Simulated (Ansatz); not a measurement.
## Property card for CsAuBr3

Computed with Ansatz, DFT LDA, scalar-relativistic, plane waves, PAW.

Plane waves to 420 eV, a k mesh through Γ of 8×8×8 on the computed 10-atom cell and Gaussian smearing (0.01 eV); no spin polarisation.

The structure is relaxed at this level of theory with its symmetry kept.

```xyz
10
Lattice="-3.7437 3.7437 5.4652 3.7437 -3.7437 5.4652 3.7437 3.7437 -5.4652" Properties=species:S:1:pos:R:3 pbc="T T T"
Cs    0.0000    3.7437    2.7326
Cs    3.7437    0.0000    2.7326
Au    0.0000    0.0000    0.0000
Au    0.0000    0.0000    5.4652
Br    1.7542    1.7542    0.0000
Br    1.9896   -1.9896    5.4652
Br    1.9896    1.9896    5.4652
Br   -1.9896    1.9896    5.4652
Br    0.0000    0.0000    7.8983
Br    0.0000    0.0000    3.0322
```

- Space group: I4/mmm (No. 139)
- Volume per atom: 30.64 Å³
- Formation energy from the elements' standard states (Br, Hg as crystals; uncorrected): -0.902 eV/atom
- Kohn–Sham band gap: 0.06 eV, indirect from (0.198, -0.195, 0.195) to (0.245, -0.245, 0.245) (the valley at N lies within 0.03 eV, so the order isn't resolved)
- Löwdin character of the top 1 eV of the valence band: Br 4p 56 %, Au 5d 27 %, Au 6s 11 %
- Löwdin character of the lowest 1 eV of the conduction band: Br 4p 62 %, Au 5d 31 %
- Electron masses at the edge by Cartesian direction of the standard setting (m_e; degenerate bands sorted by energy; no spin-orbit coupling): x: 0.024; y: 0.13; z: 11
- Hole masses at the edge by Cartesian direction of the standard setting (m_e; degenerate bands sorted by energy; no spin-orbit coupling): x: 0.030; y: 0.22; z: 0.78
- Bader charges (e): Cs (2 in the cell) 0.82, Au (1 in the cell) 0.30, Au (1 in the cell) 0.22, Br (4 in the cell) -0.34, Br (2 in the cell) -0.40

Spin-orbit coupling is left out, which matters for the bands of heavy elements.

Cost: 3 runs of about 19 core-minutes in all, on Intel Xeon Processor @ 2.50GHz (Skylake/Cascade Lake) (shared hosts).